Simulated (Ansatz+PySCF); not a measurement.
A calculation with PySCF 2.14.0.

```python
from pyscf import gto, scf

mol = gto.M(atom="""
C 1.283340 0.000000 0.000000
C 0.641670 1.111410 0.000000
C -0.641670 1.111410 0.000000
C -1.283340 0.000000 0.000000
C -0.641670 -1.111410 0.000000
C 0.641670 -1.111410 0.000000
H 2.288910 0.000000 0.000000
H 1.144450 1.982250 0.000000
H -1.144450 1.982250 0.000000
H -2.288910 0.000000 0.000000
H -1.144450 -1.982250 0.000000
H 1.144450 -1.982250 0.000000
""", basis='def2-svp', charge=0, spin=0)
mf = scf.UHF(mol)
mf.init_guess = 'minao'
mf.kernel()
while True:  # follow internal instabilities
    mo, _, stable, _ = mf.stability(return_status=True)
    if stable: break
    mf.kernel(mf.make_rdm1(mo, mf.mo_occ))
print(mf.converged, mf.e_tot, mf.spin_square()[0])
```

The script is written out from the run's settings.

Results

```yaml
Converged: yes
Total_energy: -230.42291 hartree
Spin_squared_of_the_determinant: 0.000
```
